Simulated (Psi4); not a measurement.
# quartet BNH3 at 3 levels

Aim: a comparison of 3 runs (U-wB97X/def2-TZVPP, UB2PLYP/def2-TZVPP, UCAM-B3LYP/def2-TZVPP) of quartet BNH3. 

Program for the calculation: Psi4 1.11.

1 further run of the same task is left out (set aside as unsound or not needed).

### Step 1. The molecule

The species is BNH3 (5 atoms), meant as a quartet with charge 0. SMILES of the parent species: `B[NH]`. The coordinates come from a PBE0-D4/def2-TZVP relaxation. That shape belongs to the parent species and isn't relaxed for this state.

Bond lengths: B1–N2 1.329 Å, B1–H3 1.210 Å, B1–H4 1.204 Å, N2–H5 0.999 Å. Angles: B1–N2–H5 163.9°, N2–B1–H3 118.8°, N2–B1–H4 121.2°, H3–B1–H4 119.9°.

### Step 2. Energy and forces at U-wB97X/def2-TZVPP (run 1)

File job.py:

```python
import psi4

psi4.set_memory('1600 MB')
psi4.set_num_threads(1)
psi4.set_output_file('output.dat', False)

geom = psi4.geometry("""
0 4
B     -0.58732688    -0.69938764    -0.17309891
N      1.00382252     1.23814856    -0.03741658
H     -0.78385840    -2.09268271     1.62988878
H     -1.82188496    -1.08300204    -2.04449469
H      2.28354505     2.49765102     0.54669777
units au
symmetry c1
""")

psi4.set_options({
    'basis': 'def2-TZVPP',
    'reference': 'uks',
    'puream': True,
    'e_convergence': 1e-09,
    'd_convergence': 1e-08,
    'scf_type': 'pk',
    'dft_radial_points': 99,
    'dft_spherical_points': 590,
    'maxiter': 200,
})

e = psi4.gradient('wb97x')
print('gradient / Eh bohr^-1')
print(e.np.round(6))
```

The run is started by

```
$ python job.py
```

output.dat:

```text
[...]
  Running in c1 symmetry.
[...]
  Nuclear repulsion =   27.148135794361355
[...]
  Multiplicity = 4
[...]
  Nalpha       = 9
  Nbeta        = 6
[...]
    Number of basis functions: 104
[...]
   @UKS iter   1:   -81.06045948846727   -5.63698e-01   3.67742e-03 ADIIS/DIIS
[...]
   @UKS iter  12:   -81.13696708741330   -4.39400e-11   9.69573e-09 DIIS
[...]
   @S^2 Observed:                3.762456393E+00
[...]
    Orbital Energies [Eh]
    ---------------------
    Alpha Occupied:
       1A    -14.510406     2A     -6.799974     3A     -1.081597
       4A     -0.754092     5A     -0.566889     6A     -0.556696
       7A     -0.544444     8A     -0.405065     9A     -0.183771
    Alpha Virtual:
      10A      0.092212    11A      0.150162    12A      0.168417
      13A      0.181115    14A      0.218621    15A      0.228309
      16A      0.290530    17A      0.358787    18A      0.406896
      19A      0.434215    20A      0.454591    21A      0.479170
      22A      0.517163    23A      0.520523    24A      0.585454
      25A      0.586879    26A      0.661800    27A      0.736518
[...]
  @UKS Final Energy:   -81.13696708741330
   => Energetics <=
    Nuclear Repulsion Energy =             27.1481357943613553
    One-Electron Energy =                -161.8035637049678144
    Two-Electron Energy =                  61.7533057758300998
    DFT Exchange-Correlation Energy =      -8.2348449526369460
    Empirical Dispersion Energy =           0.0000000000000000
    VV10 Nonlocal Energy =                  0.0000000000000000
    Total Energy =                        -81.1369670874132964
[...]
 Multipole Moments:
 ------------------------------------------------------------------------------------
     Multipole            Electronic (a.u.)      Nuclear  (a.u.)        Total (a.u.)
 ------------------------------------------------------------------------------------
 L = 1.  Multiply by 2.5417464519 to convert [e a0] to [Debye]
 Dipole X            :          1.1079681           -0.1195010            0.9884670
 Dipole Y            :          1.3915364           -0.2989976            1.0925389
 Dipole Z            :          0.0268332            0.2333867            0.2602199
 Magnitude           :                                                    1.4961359
[...]
  -Total Gradient:
     Atom            X                  Y                   Z
    ------   -----------------  -----------------  -----------------
       1        0.092101963705     0.110980259203     0.009673071848
       2       -0.092172516055    -0.112910479714    -0.006667418427
       3        0.001676153535     0.002284052312    -0.000239054699
       4        0.001719306036     0.002696556468    -0.000822896294
       5       -0.003404151962    -0.003149275773    -0.001946842715
[...]
```

The script printed:

```text
gradient / Eh bohr^-1
[[ 0.092102  0.11098   0.009673]
 [-0.092173 -0.11291  -0.006667]
 [ 0.001676  0.002284 -0.000239]
 [ 0.001719  0.002697 -0.000823]
 [-0.003404 -0.003149 -0.001947]]
```

Run time: 38 s. Hardware: 1 thread of Intel Xeon Platinum 8375C at 2.90GHz (Ice Lake), shared host; peak memory 0.74 GiB.

### Step 3. The energy at UB2PLYP/def2-TZVPP (density fitting for correlation) (run 2)

File input.json:

```json
{
  "schema_name": "qcschema_input",
  "schema_version": 1,
  "molecule": {
    "schema_name": "qcschema_molecule",
    "schema_version": 2,
    "symbols": ["B", "N", "H", "H", "H"],
    "geometry": [-0.58732688, -0.69938764, -0.17309891, 1.00382252, 1.23814856, -0.03741658, -0.7838584, -2.09268271, 1.62988878, -1.82188496, -1.08300204, -2.04449469, 2.28354505, 2.49765102, 0.54669777],
    "molecular_charge": 0,
    "molecular_multiplicity": 4,
    "fix_symmetry": "c1",
    "fix_com": true,
    "fix_orientation": true
  },
  "driver": "energy",
  "model": {
    "method": "b2plyp",
    "basis": "def2-TZVPP"
  },
  "keywords": {
    "reference": "uks",
    "puream": true,
    "e_convergence": 1e-09,
    "d_convergence": 1e-08,
    "scf_type": "pk",
    "dft_radial_points": 99,
    "dft_spherical_points": 590,
    "num_frozen_docc": 2,
    "maxiter": 200
  }
}
```

The run is started by

```
$ psi4 --qcschema input.json -n 1 --memory 1600MB
```

stdout:

```text
[...]
  Running in c1 symmetry.
[...]
  Nuclear repulsion =   27.148135794361355
[...]
  Multiplicity = 4
[...]
  Nalpha       = 9
  Nbeta        = 6
[...]
    Number of basis functions: 104
[...]
   @UKS iter   1:   -80.91362570086046   -4.93173e-01   3.81532e-03 DIIS/ADIIS
[...]
   @UKS iter  13:   -81.00449736218805   -3.14060e-12   4.22326e-09 DIIS
[...]
   @S^2 Observed:                3.768481466E+00
[...]
    Orbital Energies [Eh]
    ---------------------
    Alpha Occupied:
       1A    -14.972874     2A     -7.070352     3A     -1.103804
       4A     -0.730726     5A     -0.544968     6A     -0.542994
       7A     -0.505617     8A     -0.369206     9A     -0.136089
    Alpha Virtual:
      10A      0.037055    11A      0.103676    12A      0.124429
      13A      0.138490    14A      0.174651    15A      0.186962
      16A      0.248138    17A      0.322805    18A      0.358099
      19A      0.374363    20A      0.418840    21A      0.446173
      22A      0.473971    23A      0.479599    24A      0.548398
      25A      0.552396    26A      0.629849    27A      0.706583
[...]
  @UKS Final Energy:   -81.00449736218805
   => Energetics <=
    Nuclear Repulsion Energy =             27.1481357943613553
    One-Electron Energy =                -161.6974310944108311
    Two-Electron Energy =                  59.3042997330732717
    DFT Exchange-Correlation Energy =      -5.7595017952118450
    Empirical Dispersion Energy =           0.0000000000000000
    VV10 Nonlocal Energy =                  0.0000000000000000
    Total Energy =                        -81.0044973621880473
[...]
 Multipole Moments:
 ------------------------------------------------------------------------------------
     Multipole            Electronic (a.u.)      Nuclear  (a.u.)        Total (a.u.)
 ------------------------------------------------------------------------------------
 L = 1.  Multiply by 2.5417464519 to convert [e a0] to [Debye]
 Dipole X            :         -2.6923868            3.7679249            1.0755382
 Dipole Y            :         -3.2919182            4.4920680            1.2001497
 Dipole Z            :          1.2604690           -0.9953188            0.2651503
 Magnitude           :                                                    1.6332319
[...]
```

The result, in JSON:

```text
{
 "driver": "energy",
 "model": {
  "method": "b2plyp",
  "basis": "def2-TZVPP"
 },
 "success": true,
 "return_result": -81.08974067139155,
 "properties": {
  "calcinfo_nbasis": 104,
  "calcinfo_nmo": 104,
  "calcinfo_nalpha": 9,
  "calcinfo_nbeta": 6,
  "calcinfo_natom": 5,
  "nuclear_repulsion_energy": 27.148135794361355,
  "return_energy": -81.08974067139155,
  "scf_one_electron_energy": -161.69743109441083,
  "scf_two_electron_energy": 59.30429973307327,
  "scf_xc_energy": -5.759501795211845,
  "scf_dipole_moment": [1.0755381673285838, 1.200149748899733, 0.2651502943812638],
  "scf_total_energy": -81.00449736218805,
  "scf_iterations": 13
 }
}
```

Run time: 25 s. Hardware: 1 thread of Intel Xeon Platinum 8375C at 2.90GHz (Ice Lake), shared host; peak memory 0.64 GiB.

### Step 4. Energy and forces at UCAM-B3LYP/def2-TZVPP (run 3)

File input.inp:

```
memory 1.6 GB

molecule {
  0 4
  B     -0.310800    -0.370100    -0.091600
  N      0.531200     0.655200    -0.019800
  H     -0.414800    -1.107400     0.862500
  H     -0.964100    -0.573100    -1.081900
  H      1.208400     1.321700     0.289300
  units angstrom
  symmetry c1
}

set basis def2-TZVPP
set reference uks
set puream true
set e_convergence 1e-09
set d_convergence 1e-08
set scf_type pk
set dft_radial_points 99
set dft_spherical_points 590
set maxiter 200

energy_value, wavefunction = gradient("cam-b3lyp", return_wfn=True)
oeprop(wavefunction, "QUADRUPOLE", "DIPOLE", "MAYER_INDICES")
print_variables()
```

The run is started by

```
$ psi4 input.inp input.out -n 1
```

input.out:

```text
[...]
  Running in c1 symmetry.
[...]
  Nuclear repulsion =   27.148135806541628
[...]
  Multiplicity = 4
[...]
  Nalpha       = 9
  Nbeta        = 6
[...]
    Number of basis functions: 104
[...]
   @UKS iter   1:   -81.01415461224991   -4.52348e-01   4.37912e-03 DIIS/ADIIS
[...]
   @UKS iter  12:   -81.12420690026097   -6.66489e-12   3.89848e-09 DIIS
[...]
   @S^2 Observed:                3.761217476E+00
[...]
    Orbital Energies [Eh]
    ---------------------
    Alpha Occupied:
       1A    -14.508162     2A     -6.790786     3A     -1.032394
       4A     -0.708121     5A     -0.524690     6A     -0.516234
       7A     -0.504235     8A     -0.369950     9A     -0.151327
    Alpha Virtual:
      10A      0.040287    11A      0.105399    12A      0.125177
      13A      0.137347    14A      0.174675    15A      0.182272
      16A      0.242231    17A      0.315499    18A      0.355518
      19A      0.374992    20A      0.411681    21A      0.438321
      22A      0.469843    23A      0.471508    24A      0.540647
      25A      0.542947    26A      0.613734    27A      0.685473
[...]
  @UKS Final Energy:   -81.12420690026097
   => Energetics <=
    Nuclear Repulsion Energy =             27.1481358065416281
    One-Electron Energy =                -161.8111061688258872
    Two-Electron Energy =                  62.1803952287735200
    DFT Exchange-Correlation Energy =      -8.6416317667502369
    Empirical Dispersion Energy =           0.0000000000000000
    VV10 Nonlocal Energy =                  0.0000000000000000
    Total Energy =                        -81.1242069002609725
[...]
  -Total Gradient:
     Atom            X                  Y                   Z
    ------   -----------------  -----------------  -----------------
       1        0.088202652757     0.106003245861     0.009703407930
       2       -0.088166585870    -0.108240847180    -0.005994871395
       3        0.002302857087     0.002454807101     0.000747765349
       4        0.001451386457     0.003258043039    -0.002246826773
       5       -0.003790217306    -0.003475068922    -0.002209567005
[...]
 Multipole Moments:
 ------------------------------------------------------------------------------------
     Multipole            Electronic (a.u.)      Nuclear  (a.u.)        Total (a.u.)
 ------------------------------------------------------------------------------------
 L = 1.  Multiply by 2.5417464519 to convert [e a0] to [Debye]
 Dipole X            :          1.0869704           -0.1195010            0.9674694
 Dipole Y            :          1.3641667           -0.2989976            1.0651691
 Dipole Z            :          0.0278720            0.2333867            0.2612587
 Magnitude           :                                                    1.4624768
 L = 2.  Multiply by 1.3450342976 to convert [e a0^2] to [Debye ang]
 Quadrupole XX       :        -27.6685540           16.9811268          -10.6874273
 Quadrupole XY       :        -17.2562225           18.9449833            1.6887608
[...]
```

Run time: 39 s. Hardware: 1 thread of Intel Xeon Platinum 8375C at 2.90GHz (Ice Lake), shared host; peak memory 0.76 GiB.

### Step 5. Overview of the runs

```
run                                                 level      task  frozen core orbitals  energy (Eh)  dipole moment (D)  HOMO energy (eV)  LUMO energy (eV)  wall time
  1                                    U-wB97X/def2-TZVPP  gradient                     0   -81.136967               3.80             -5.00             -3.28       38 s
  2  UB2PLYP/def2-TZVPP (density fitting for correlation)    energy                     2   -81.089741                  –             -3.70             -3.65       25 s
  3                                 UCAM-B3LYP/def2-TZVPP  gradient                     0   -81.124207               3.72             -4.12                 –       39 s
```

### Step 6. What came out

| quantity | value |
| --- | --- |
| run 3: total energy | -81.12421 Eh |
| run 3: dipole moment | 3.72 D |
| run 3: HOMO energy (highest over α and β) | -4.12 eV |
| run 3: ⟨S²⟩ | 3.761 |
| run 3: largest force on an atom | 7.185 eV/Å |

In words: Totals of different functionals can't be ranked against each other. All runs together took 1.7 min, the longest 39 s.
